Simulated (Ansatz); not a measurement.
Energy needed to pull apart CHBO (SMILES B1=CO1), singlet, into free ground-state atoms, from the structure below (displaced at random from a GFN2-xTB minimum); no zero-point or spin–orbit terms; open-shell atoms are treated unrestricted, in their ground-state multiplicity.

```tsv
atom	x (Å)	y (Å)	z (Å)
B1	-1.2850	-0.3473	0.1674
C2	0.1503	0.3873	0.0850
O3	0.1377	-0.9274	0.0126
H4	0.9815	0.9854	-0.3049
```

Program: Ansatz 0.2.0. Basis: def2-TZVPP. Cores are frozen in the correlated methods.

| method | atomization energy (kcal/mol) |
| --- | --- |
| PBE-D4 | 364.1 |
| BLYP-D4 | 349.7 |
| r2SCAN-D4 | ? |
| PBE0-D4 | 345.0 |
| CAM-B3LYP-D4 | 341.8 |
| wB97M-V | 347.0 |
| HF | 213.8 |
| MP2 | 345.6 |
| CCSD | ? |
| CCSD(T) | 331.5 |

(1) What does r2SCAN-D4 give? (To be estimated.)

(2) What does CCSD give? (An estimate is asked for; the value comes from the calculation.)

No T1 diagnostic of these runs exceeds 0.023. The restricted Hartree–Fock reference is unstable towards an unrestricted one here.

Results:

(1) Computed: 345.3 kcal/mol, which is about 13.8 kcal/mol more than CCSD(T)/def2-TZVPP.

(2) By the calculation: 320.1 kcal/mol, which is about 11.3 kcal/mol less than CCSD(T)/def2-TZVPP.

In triple zeta the MP2 and coupled-cluster atomization energies are still short of their basis limit by a few kcal/mol a bond, whereas those of the functionals are nearly converged, so these differences are not deviations from converged CCSD(T).

For scale, one of the runs: CCSD(T)/def2-TZVPP forces, 107 basis functions (an equivalent command: `ansatz run in.yaml --threads 4`). Hardware: 4 CPU threads, shared host. Wall time 7.5 s; peak host memory 0.66 GiB.
